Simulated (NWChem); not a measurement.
# BHF2 (SMILES FBF) at rSCAN/def2-TZVP (SMD chlorobenzene), part 2 of 2

NWChem 7.3.0. Earlier steps stand in the parts before.

## (3) The doublet cation at the same level

The input, input.nw:

```
start input
title "BF2H rSCAN"
memory stack 880 mb heap 220 mb global 1100 mb
charge 1

geometry units angstroms noautosym nocenter
  zmatrix
    F
    B 1 1.313275
    F 2 1.313162 1 118.0734
    H 2 1.191291 3 120.9677 1 -179.99789
  end
end

basis "ao basis" spherical bse
  F library def2-TZVP
  B library def2-TZVP
  H library def2-TZVP
end

cosmo
  do_cosmo_smd true
  solvent clbenzen
end

dft
  xc rscan
  mult 2
  grid medium
  convergence energy 1e-07
  direct
  iterations 150
  print low
end

task dft gradient
```

Run with:

```bash
$ nwchem input.nw > input.out
```

The log of the run:

```text
Northwest Computational Chemistry Package (NWChem) 7.3.0
             --------------------------------------------------------

           Job information
           ---------------

    nwchem branch   = 7.3.0
    use scalapack   = T
    input           = input.nw
    prefix          = input.
    data base       = ./input.db
    status          = startup
    nproc           =        1

           Memory information
           ------------------

    heap     =     28835838 doubles =      220.0 Mbytes
    stack    =    115343355 doubles =      880.0 Mbytes
    global   =    144179200 doubles =     1100.0 Mbytes (distinct from heap & stack)
    total    =    288358393 doubles =     2200.0 Mbytes
    verify   = yes
    hardfail = no

           Directory information
           ---------------------

  0 permanent = .
  0 scratch   = .

                                NWChem Input Module
                                -------------------

                                    BF2H rSCAN
                                    ----------

 Scaling coordinates for geometry "geometry" by  1.889725989
 (inverse scale =  0.529177249)

                             Geometry "geometry" -> ""
                             -------------------------

 Output coordinates in angstroms (scale by  1.889725989 to convert to a.u.)

  No.       Tag          Charge          X              Y              Z
 ---- ---------------- ---------- -------------- -------------- --------------
    1 F                    9.0000     0.00000000     0.00000000     0.00000000
    2 B                    5.0000     0.00000000     0.00000000     1.31327500
    3 F                    9.0000     1.15866251     0.00000000     1.93125205
    4 H                    1.0000    -1.02157555     0.00003762     1.92610257

      Atomic Mass
      -----------

      F                 18.998400
      B                 11.009310
      H                  1.007825

 Effective nuclear repulsion energy (a.u.)      61.8885636988

            Nuclear Dipole moment (a.u.)
            ----------------------------
        X                 Y               Z
 ---------------- ---------------- ----------------
    17.7754939576     0.0000710868    48.8942903286

                                Z-matrix (user)
                                --------

 Units are Angstrom for bonds and degrees for angles

      Type          Name      I     J     K     L     M      Value
      ----------- --------  ----- ----- ----- ----- ----- ----------
    1 Stretch                  2     1                       1.31328
    2 Stretch                  3     2                       1.31316
    3 Bend                     3     2     1               118.07340
    4 Stretch                  4     2                       1.19129
    5 Bend                     4     2     3               120.96770
    6 Torsion                  4     2     3     1        -179.99789

            XYZ format geometry
            -------------------
     4
 geometry
 F                     0.00000000     0.00000000     0.00000000
 B                     0.00000000     0.00000000     1.31327500
 F                     1.15866251     0.00000000     1.93125205
 H                    -1.02157555     0.00003762     1.92610257

 ==============================================================================
                                internuclear distances
 ------------------------------------------------------------------------------
       center one      |      center two      | atomic units |  angstroms
 ------------------------------------------------------------------------------
    2 B                |   1 F                |     2.48173  |     1.31328
    3 F                |   2 B                |     2.48152  |     1.31316
    4 H                |   2 B                |     2.25121  |     1.19129
 ------------------------------------------------------------------------------
                         number of included internuclear distances:          3
 ==============================================================================

 ==============================================================================
                                 internuclear angles
 ------------------------------------------------------------------------------
        center 1       |       center 2       |       center 3       |  degrees
 ------------------------------------------------------------------------------
    1 F                |   2 B                |   3 F                |   118.07
    1 F                |   2 B                |   4 H                |   120.96
    3 F                |   2 B                |   4 H                |   120.97
 ------------------------------------------------------------------------------
                            number of included internuclear angles:          3
 ==============================================================================

                      Basis "ao basis" -> "" (spherical)
                      -----
  [basis functions not shown]

 Summary of "ao basis" -> "" (spherical)
 ------------------------------------------------------------------------------
       Tag                 Description            Shells   Functions and Types
 ---------------- ------------------------------  ------  ---------------------
 F                         def2-TZVP                11       31   5s3p2d1f
 B                         def2-TZVP                11       31   5s3p2d1f
 H                         def2-TZVP                 4        6   3s1p

                                 NWChem DFT Module
                                 -----------------

                                    BF2H rSCAN

 in cosmo_initialize ...
 calling solv_data for solv:clbenzen

 solvent parameters
 solvname_short: clbenzen
 solvname_long:  chlorobenzene
 dielec:        5.6968
 dielecinf:     2.3229
 nonaqueous SMD model solvent descriptors
 dielec:        5.6968
 sola:          0.0000
 solb:          0.0700
 solc:          0.8570
 solg:         47.4800
 solh:          0.1430
 soln:          1.5241

          ---------------
          -cosmo- solvent
          ---------------
 Cosmo: York-Karplus, doi: 10.1021/jp992097l
 dielectric constant -eps-     =   5.70
 screen = (eps-1)/(eps    )    =   0.82446
 surface charge correction     = lagrangian

   van der Waals surface
 --------------------------

 ---------- ATOMIC COORDINATES (A.U.) ------------ VDWR(ANG.) --
     1    0.00000000    0.00000000    0.00000000     1.730
     2    0.00000000    0.00000000    2.48172990     1.920
     3    2.18955465    0.00000000    3.64953719     1.730
     4   -1.93049787    0.00007109    3.63980609     1.200
 number of segments per atom =        128
 number of   points per atom =        128
 atom (   nspa,  nppa )
 ----------------------
    1 (     90,     0 )       0
    2 (     62,     0 )       0
    3 (     84,     0 )       0
    4 (     56,     0 )       0
 number of -cosmo- surface points =      292
 molecular surface =     70.723 angstrom**2
 molecular volume  =     48.574 angstrom**3
 -lineq- algorithm             =   0
 -bem- low  level              =   3
 -bem- from -octahedral-
 gaussian surface charge width =   4.50000
 degree of switching           =   1.00000
 switching function tolerance  =   0.00010
 atomic radii =
 --------------
    1  9.000  1.730
    2  5.000  1.920
    3  9.000  1.730
    4  1.000  1.200
 ...... end of -cosmo- initialization ......

 nat:                     4
 ixmem:                  1008
 calling mnsol_interface()
 G(SMD-CDS) energy (kcal/mol)  =     1.138
 SMD-CDS SASA (angstrom**2)    =    84.872

  Caching 1-el integrals
   Time after variat. SCF:      0.3
   Time prior to 1st pass:      0.3

           Memory utilization after 1st SCF pass:
           Heap Space remaining (MW):        0.00                  72
          Stack Space remaining (MW):      115.34           115342380

   convergence    iter        energy       DeltaE   RMS-Dens  Diis-err    time
 ---------------- ----- ----------------- --------- --------- ---------  ------
     COSMO gas phase
 d= 0,ls=0.0,diis     1   -224.4565995949 -2.86D+02  1.08D-02  9.88D-01     1.4
                                                     1.06D-02  9.48D-01
 d= 0,ls=0.0,diis     2   -222.6580363235  1.80D+00  8.50D-03  6.49D+00     2.4
                                                     9.19D-03  5.29D+00
 d= 0,ls=0.0,diis     3   -224.8127651358 -2.15D+00  3.71D-04  4.18D-03     3.4
                                                     1.11D-03  4.65D-03
 d= 0,ls=0.0,diis     4   -224.8126618197  1.03D-04  3.18D-04  1.04D-02     4.5
                                                     3.72D-04  7.57D-03
 d= 0,ls=0.0,diis     5   -224.8166076144 -3.95D-03  1.28D-04  4.84D-04     5.5
                                                     5.17D-04  3.01D-04
  Resetting Diis
 d= 0,ls=0.0,diis     6   -224.8150087911  1.60D-03  9.10D-05  4.61D-03     6.6
                                                     4.34D-04  4.44D-03
 d= 0,ls=0.0,diis     7   -224.8167837518 -1.77D-03  1.95D-05  6.66D-06     7.7
                                                     4.85D-05  5.50D-06
 d= 0,ls=0.0,diis     8   -224.8167710445  1.27D-05  1.20D-05  3.94D-05     8.8
                                                     5.62D-05  4.00D-05
 d= 0,ls=0.0,diis     9   -224.8167834025 -1.24D-05  5.81D-06  8.78D-06     9.9
                                                     2.24D-05  8.51D-06
 d= 0,ls=0.0,diis    10   -224.8167862590 -2.86D-06  3.51D-06  2.02D-06    11.0
                                                     5.10D-06  1.29D-06
 d= 0,ls=0.0,diis    11   -224.8167868774 -6.18D-07  1.67D-06  2.15D-08    12.1
                                                     1.90D-06  5.49D-08
 d= 0,ls=0.0,diis    12   -224.8167869065 -2.91D-08  1.19D-07  1.48D-09    13.2
                                                     2.86D-07  2.08D-09

           Memory utilization after 1st SCF pass:
           Heap Space remaining (MW):        0.00                  72
          Stack Space remaining (MW):      115.34           115342380

   convergence    iter        energy       DeltaE   RMS-Dens  Diis-err    time
 ---------------- ----- ----------------- --------- --------- ---------  ------
     COSMO solvation phase
 d= 0,ls=0.0,diis     1   -224.9230095391 -1.06D-01  6.12D-04  1.47D-03    14.6
                                                     9.95D-04  2.00D-03
 d= 0,ls=0.0,diis     2   -224.9222304455  7.79D-04  1.89D-04  9.79D-03    15.9
                                                     2.86D-04  8.01D-03
 d= 0,ls=0.0,diis     3   -224.9254102880 -3.18D-03  1.04D-04  6.16D-04    17.2
                                                     6.29D-05  2.87D-04
 d= 0,ls=0.0,diis     4   -224.9256228210 -2.13D-04  4.46D-05  7.34D-05    18.6
                                                     2.92D-05  3.42D-05
 d= 0,ls=0.0,diis     5   -224.9256459201 -2.31D-05  1.03D-05  4.74D-06    19.9
                                                     1.64D-05  2.35D-06
 d= 0,ls=0.0,diis     6   -224.9256466013 -6.81D-07  4.51D-06  5.07D-06    21.3
                                                     1.32D-05  4.18D-06
 d= 0,ls=0.0,diis     7   -224.9256481255 -1.52D-06  4.15D-06  7.46D-07    22.7
                                                     2.76D-06  4.15D-07
 d= 0,ls=0.0,diis     8   -224.9256483119 -1.86D-07  3.77D-07  5.89D-09    24.0
                                                     3.81D-07  7.67D-09
 d= 0,ls=0.0,diis     9   -224.9256483196 -7.76D-09  5.96D-08  1.11D-10    25.4
                                                     6.38D-08  1.26D-10

         Total DFT energy =     -224.925648319632
      One electron energy =     -422.947735365337
           Coulomb energy =      165.602892260409
    Exchange-Corr. energy =      -25.015220468313
 Nuclear repulsion energy =       61.888563698811

             COSMO energy =       -4.454148445202

 Numeric. integr. density =       22.999998529626

     Total iterative time =     25.1s

                                COSMO-SMD solvation results
                                ---------------------------

             internal energy in gas <Psi(g)|H|Psi(g)> =      -224.816786906513
         internal energy in solvent <Psi(s)|H|Psi(s)> =      -224.813479420298
                               delta internal energy  =         0.003307486215 (    2.08 kcal/mol)
   total free energy in solvent <Psi(s)|H+V/2|Psi(s)> =      -224.927461238124
 polarization energy contribution <Psi(s)|V/2|Psi(s)> =        -0.113981817826 (  -71.52 kcal/mol)
    total free energy in solvent including G(SMD-CDS) =      -224.925648319632
                       G(SMD-CDS) energy contribution =         0.001812918492 (    1.14 kcal/mol)
     1 M fixed-concentration free energy of solvation =        -0.108861413118 (  -68.31 kcal/mol)

     --------------------------
     Expectation value of S2:
     --------------------------
      <S2> =      0.7550 (Exact =     0.7500)

                         DFT ENERGY GRADIENTS

    atom               coordinates                        gradient
                 x          y          z           x          y          z
   1 F       0.000000   0.000000   0.000000    0.030783   0.000000  -0.026690
   2 B       0.000000   0.000000   2.481730   -0.121024   0.000001   0.074558
   3 F       2.189555   0.000000   3.649537    0.037100   0.000000  -0.015292
   4 H      -1.930498   0.000071   3.639806    0.053142  -0.000002  -0.032576

 Task  times  cpu:       30.3s     wall:       30.3s
 Total times  cpu:       30.4s     wall:       30.4s
```

Run time: 31 s. Hardware: 1 thread of AMD EPYC 7B13 (Zen 3), shared host; peak memory 0.13 GiB.

## (4) Summary of results

The summary covers parts 1 to 2.

Level: rSCAN/def2-TZVP (SMD chlorobenzene).

| quantity | value |
| --- | --- |
| singlet BHF2: total energy | -225.32005 Eh |
| singlet BHF2: solvent term in the energy | -2.8 kJ/mol |
| singlet BHF2: largest force on an atom | 0.452 eV/Å |
| doublet cation: total energy | -224.92565 Eh |
| doublet cation: solvent term in the energy | -285.8 kJ/mol |
| doublet cation: ⟨S²⟩ | 0.755 |
| doublet cation: largest force on an atom | 7.309 eV/Å |
| vertical ionisation energy (to the doublet cation) | 10.732 eV |

The vertical ionisation energy comes to 10.73 eV (1036 kJ/mol). The largest force (singlet BHF2) is 0.45 eV/Å: the shape isn't a stationary point for this species at this level. The continuum is in equilibrium with both charges, so this lies below a true vertical value in solution, where the slow polarisation stays frozen.
